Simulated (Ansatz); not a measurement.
in.yaml

```yaml
crystal:
  periodic: [false, false, false]
  atoms:
    - {symbol: Si, position_ang: [-0.015433, -0.009008, 1.680394]}
    - {symbol: B, position_ang: [-0.016266, -0.025151, -0.225907]}
    - {symbol: H, position_ang: [0.031698, 0.034159, -1.454487]}
basis:
  gaussian: {orbitals: 6-31G}
correlation: {method: fci, electrons: outside_noble_gas}
```

```sh
$ ansatz run in.yaml --threads 1 --pin off --events-out ev --progress --plain --max-ram 2393MiB
```

The program prints:

```
489 factors; integrals over basis functions are off by at most 1.6e-7 eV
mean field evaluation 1: about -8543.7392 eV, gradient 8.6e0 eV
mean field evaluation 2: about -8543.7401 eV, gradient 8.6e0 eV
mean field evaluation 4: about -8544.2375 eV, gradient 1.2e0 eV
mean field evaluation 8: about -8544.2495 eV, gradient 3.6e-4 eV
mean field evaluation 16: about -8544.2495 eV, gradient 1.2e-1 eV
mean field evaluation 32: about -8544.2500 eV, gradient 6.0e-1 eV
mean field evaluation 64: about -8544.2498 eV, gradient 7.8e-1 eV
mean field evaluation 96: about -8544.2515 eV, gradient 2.9e-2 eV
mean field -8544.24955916 eV, -313.9953797986 hartree, gradient 9.7e-11 eV, S^2 0.000000; 7 other end points of the search recorded, 0 dependent functions left out; unrestricted orbitals would lower it
determinant -8544.24955916 eV, -313.9953797986 hartree, with singles and doubles -8547.37311057 eV, -314.1101681958 hartree
determinant -8544.24948297 eV, -313.9953769987 hartree, with singles and doubles -8547.37360740 eV, -314.1101864541 hartree
determinant -8544.24955916 eV, -313.9953797986 hartree, with singles and doubles -8547.37519128 eV, -314.1102446605 hartree
determinant -8544.24948297 eV, -313.9953769987 hartree, with singles and doubles -8547.37572411 eV, -314.1102642418 hartree
6 core orbitals not correlated: weight in the atoms' cores, before any rotation towards them, 1.000 or more for the frozen orbitals, at most 0.000 for the correlated occupied ones
reference -8544.24955916 eV, -313.9953797986 hartree; 4, 4 occupied and 14, 14 virtual orbitals, 489 factors
state -8547.57734737 eV, -314.1176737600 hartree
6 core orbitals not correlated: weight in the atoms' cores, before any rotation towards them, 1.000 or more for the frozen orbitals, at most 0.000 for the correlated occupied ones
state -8547.57735271 eV, -314.1176739560 hartree
Total energy: -8547.57735271 eV, -314.1176739560 hartree
```

Natural occupations: 1.9665 1.9649 1.9355 0.9654 0.9413 0.0693 0.0683 0.0367 0.0203 0.0084 0.0057 0.0046 0.0046 0.0031 0.0016 0.0016 0.0016 0.0005.

Ran on 1 thread of Arm Neoverse V2, shared host: 59 s wall, 0.53 GiB peak host memory.
